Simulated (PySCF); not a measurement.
**BH2ClO (SMILES OBCl), step by step**

Aim: a series of 18 runs (PBE0-D4/def2-TZVP, CCSD(T)/def2-TZVPP, RI-MP2/def2-QZVPP, PBE-D4/def2-TZVPP, r2SCAN-D4/def2-TZVPP, B3LYP-D4/def2-TZVPP, PBE0-D4/def2-TZVPP, wB97M-V/def2-TZVPP, and more) of BClH2O. Input form: a Python script.

The results are computed with PySCF 2.14.0.

1 further run of the same task is left out (for a faulty analytic Hessian).

## 1. The system as given

BH2ClO: 5 atoms, total charge 0, spin state singlet. As SMILES, `OBCl`. All atoms were displaced at random from a relaxed shape. The run starts from this shape.

Bond lengths: O1–B2 1.418 Å, B2–Cl3 1.724 Å, O1–H4 0.936 Å, B2–H5 1.140 Å. Angles: O1–B2–Cl3 118.3°, O1–B2–H5 116.1°, Cl3–B2–H5 125.5°, B2–O1–H4 116.8°.

## 2. A structure relaxation at PBE0-D4/def2-TZVP (density fitting with def2-universal-jkfit) (run 1)

input.xyz reads:

```xyz
5

O     -0.883430    -0.588663     0.056693
B      0.437093    -0.085170     0.168270
Cl     0.760942     1.499993    -0.427954
H     -1.508592    -0.041740    -0.374737
H      1.211706    -0.799251     0.604597
```

job.py reads:

```python
from pyscf import gto, dft
from pyscf.geomopt.geometric_solver import kernel as optimise

mol = gto.M(
    atom='input.xyz',
    basis='def2-tzvp',
    charge=0,
    verbose=3,
    max_memory=1860,
)

mf = dft.RKS(mol, xc='pbe0')
mf = mf.density_fit(auxbasis='def2-universal-jkfit')
mf.conv_tol = 1e-09
mf.grids.level = 4
mf.disp = 'd4'
mf.max_cycle = 100
converged, mol_eq = optimise(mf, maxsteps=100)
print('converged:', converged)
print(mol_eq.tostring())

mf.reset(mol_eq)
mol = mol_eq
mf.kernel()
energy = mf.e_tot
print('Final energy', energy)
```

Launch:

```
OMP_NUM_THREADS=1 python job.py
```

What it wrote:

```text
maxiter                   100
[... 25 lines left out ...]
> Convergence Criteria:
[... 19 lines left out ...]
converged SCF energy = -561.348445372354
[... 41 lines left out ...]
converged SCF energy = -561.354018635271
[... 62 lines left out ...]
converged SCF energy = -561.355876884308
[... 53 lines left out ...]
Converged! =D
[... 1 line left out ...]
converged: True
O          -0.86541564       -0.61244970        0.04486655
B           0.37664908       -0.12020901        0.14465849
Cl          0.76129888        1.50467494       -0.43045017
H          -1.49429894       -0.00484905       -0.35837310
H           1.23761685       -0.78292530        0.62703705
converged SCF energy = -561.355887512291
Final energy -561.3558875122915
```

Wall time 80 s (1 thread of Arm Neoverse V2, shared host); peak memory 1 GiB.

Step by step:

```tsv
step	energy from the first frame kept (eV)	largest force (eV/Å)
0	0.0000	4.0183
1	-0.1465	1.2302
2	-0.1517	1.4306
3	-0.2001	0.2927
4	-0.2022	0.1054
5	-0.2022	0.0702
6	-0.2025	0.0123
7	-0.2025	0.0039
```

After the run. Bond lengths: O1–B2 1.340 Å, B2–Cl3 1.766 Å, O1–H4 0.963 Å, B2–H5 1.189 Å. Angles: O1–B2–Cl3 121.0°, O1–B2–H5 119.8°, Cl3–B2–H5 119.2°, B2–O1–H4 113.9°.

## 3. The energy at CCSD(T)/def2-TZVPP (run 3)

geometry.xyz reads:

```xyz
5

O     -0.865416    -0.612450     0.044867
B      0.376649    -0.120209     0.144658
Cl     0.761299     1.504675    -0.430450
H     -1.494299    -0.004849    -0.358373
H      1.237617    -0.782925     0.627037
```

input.py reads:

```python
from pyscf import gto, cc

mol = gto.M(
    atom='geometry.xyz',
    basis='def2-tzvpp',
    spin=0,
    verbose=3,
    max_memory=1860,
)

hf = mol.RHF()
hf.conv_tol = 1e-10
hf.kernel()
if not hf.converged:
    hf = hf.newton().run(hf.mo_coeff, hf.mo_occ)

mycc = cc.CCSD(hf, frozen=7)
mycc.kernel()
e_t = mycc.ccsd_t()
e_tot = mycc.e_tot + e_t
print(f'total energy: {e_tot:.8f} hartree')
```

Launch:

```
OMP_NUM_THREADS=1 python input.py
```

What it wrote:

```text
converged SCF energy = -560.363487824027
E(CCSD) = -560.9187535927716  E_corr = -0.5552657687445623
CCSD(T) correction = -0.0214866199412841
total energy: -560.94024021 hartree
```

Wall time 1.9 min (1 thread of Arm Neoverse V2, shared host); peak memory 2.1 GiB.

## 4. The energy at RI-MP2/def2-QZVPP (density fitting with def2-universal-jkfit) (run 4)

run.py reads:

```python
from pyscf import gto, scf, mp

mol = gto.M(
    atom='''
O     -0.865416    -0.612450     0.044867
B      0.376649    -0.120209     0.144658
Cl     0.761299     1.504675    -0.430450
H     -1.494299    -0.004849    -0.358373
H      1.237617    -0.782925     0.627037
''',
    max_memory=1860,
    basis='def2-qzvpp',
    spin=0,
    verbose=3,
)

mf = scf.RHF(mol)
mf = mf.density_fit(auxbasis='def2-universal-jkfit')
mf.conv_tol = 1e-10
mf.kernel()
if not mf.converged:
    mf = mf.newton().run(mf.mo_coeff, mf.mo_occ)

pt = mp.MP2(mf, frozen=7).density_fit().run()
e_final = pt.e_tot
print('Final energy', e_final)
```

Launch:

```
OMP_NUM_THREADS=1 python run.py
```

What it wrote:

```text
converged SCF energy = -560.381006910852
E(DFRMP2) = -560.957221704045  E_corr = -0.57621479319302
E(SCS-DFRMP2) = -560.950721278506  E_corr = -0.569714367653806
Final energy -560.9572217040451
```

Run time: 3.6 s. Hardware: 1 thread of Arm Neoverse V2, shared host; peak memory 0.33 GiB.

Runs 5 to 18 aren't shown in full; the table further down has their settings and results.

## 5. The doublet cation: a single-point energy at UB3LYP/6-31G(d) (spherical functions) (run 19)

calc.py reads:

```python
from pyscf import gto, dft

mol = gto.M(
    atom=[
    ('O', (-0.865416, -0.612450, 0.044867)),
    ('B', (0.376649, -0.120209, 0.144658)),
    ('Cl', (0.761299, 1.504675, -0.430450)),
    ('H', (-1.494299, -0.004849, -0.358373)),
    ('H', (1.237617, -0.782925, 0.627037)),
],
    verbose=3,
    charge=1,
    basis='6-31g*',
    max_memory=1860,
    spin=1,
)

myscf = dft.UKS(mol, xc='b3lyp')
myscf.conv_tol = 1e-10
myscf.grids.level = 5
myscf.kernel()
if not myscf.converged:
    myscf = myscf.newton().run(myscf.mo_coeff, myscf.mo_occ)

etot = myscf.e_tot
print(f'total energy: {etot:.8f} hartree')
```

Launch:

```
OMP_NUM_THREADS=1 python calc.py
```

What it wrote:

```text
WARN: HOMO -0.364707249727684 >= LUMO -0.364707249727686

converged SCF energy = -561.123077095392  <S^2> = 0.75306749  2S+1 = 2.0030651
total energy: -561.12307710 hartree
```

Run time: 13 s. Hardware: 1 thread of Arm Neoverse V2, shared host; peak memory 0.29 GiB.

## 6. All runs side by side

```tsv
run	level	task	integral approximation	partner	energy (Eh)	dipole moment (D) of the reference	HOMO energy (eV)	LUMO energy (eV)	wall time
1	PBE0-D4/def2-TZVP (density fitting with def2-universal-jkfit)	optimise	def2-universal-jkfit	base	-561.355888	1.13	-9.15	-0.38	80 s
3	CCSD(T)/def2-TZVPP	energy	none	base	-560.940240	0.96	-12.56	3.07	1.9 min
4	RI-MP2/def2-QZVPP (density fitting with def2-universal-jkfit)	energy	def2-universal-jkfit	base	-560.957222	0.93	-12.58	2.64	3.6 s
5	PBE-D4/def2-TZVPP	energy	none	base	-561.314491	1.17	-7.71	-1.40	18 s
6	r2SCAN-D4/def2-TZVPP	energy	none	base	-561.539626	1.15	-8.06	-1.03	42 s
7	B3LYP-D4/def2-TZVPP	energy	none	base	-561.650098	1.10	-8.88	-0.62	18 s
8	PBE0-D4/def2-TZVPP	energy	none	base	-561.357549	1.11	-9.15	-0.39	19 s
9	wB97M-V/def2-TZVPP	energy	none	base	-561.566044	1.12	-11.45	1.63	75 s
10	B2PLYP/def2-TZVPP	energy	none	base	-561.421824	1.03	-10.41	0.99	19 s
11	SVWN5/def2-TZVPP	energy	none	base	-559.315180	1.18	-7.84	-1.68	13 s
12	M06-2X/def2-TZVPP	energy	none	base	-561.571251	1.05	-10.51	0.54	41 s
13	B3LYP/6-31G* (spherical functions)	energy	none	base	-561.556177	1.33	-8.72	-0.21	5.7 s
14	HF/STO-3G	energy	none	base	-554.047212	1.67	-10.72	7.37	0.5 s
15	UPBE-D4/def2-TZVPP	energy	none	cation	-560.889440	–	-15.49	-15.34	44 s
16	UB3LYP-D4/def2-TZVPP	energy	none	cation	-561.214800	–	-16.72	-14.75	47 s
17	UPBE0-D4/def2-TZVPP	energy	none	cation	-560.923173	–	-16.97	-14.43	49 s
18	U-wB97M-V/def2-TZVPP (density fitting with def2-universal-jkfit)	energy	def2-universal-jkfit	cation	-561.127642	–	-19.28	-12.38	1.9 min
19	UB3LYP/6-31G* (spherical functions)	energy	none	cation	-561.123077	–	-16.64	-14.80	13 s
```

## 7. Summary of results

```
                                                               quantity          value
                                   doublet cation, run 19: total energy  -561.12308 Eh
             doublet cation, run 19: HOMO energy (highest over α and β)      -16.64 eV
              doublet cation, run 19: LUMO energy (lowest over α and β)      -14.80 eV
                                           doublet cation, run 19: ⟨S²⟩          0.753
  vertical ionisation energy (to the doublet cation), PBE-D4/def2-TZVPP      11.566 eV
vertical ionisation energy (to the doublet cation), B3LYP-D4/def2-TZVPP      11.845 eV
 vertical ionisation energy (to the doublet cation), PBE0-D4/def2-TZVPP      11.820 eV
       vertical ionisation energy (to the doublet cation), B3LYP/6-31G*      11.785 eV
```

What this shows: At PBE-D4/def2-TZVPP: the vertical ionisation energy comes to 11.57 eV (267 kcal/mol). The negative HOMO energy of the first species, 7.71 eV, lies 3.86 eV below that difference. At B3LYP-D4/def2-TZVPP: removing an electron at fixed nuclei costs 11.85 eV (1143 kJ/mol). The negative HOMO energy of the first species, 8.88 eV, lies 2.96 eV below that difference. At PBE0-D4/def2-TZVPP: the vertical ionisation energy comes to 11.82 eV (1140 kJ/mol). −ε(HOMO) before ionisation, 9.15 eV, is 2.67 eV below this ionisation energy. Totals of different functionals can't be ranked against each other. In run 14 the basis is minimal, so the values are rough. All runs together took 12 min, the longest 1.9 min.
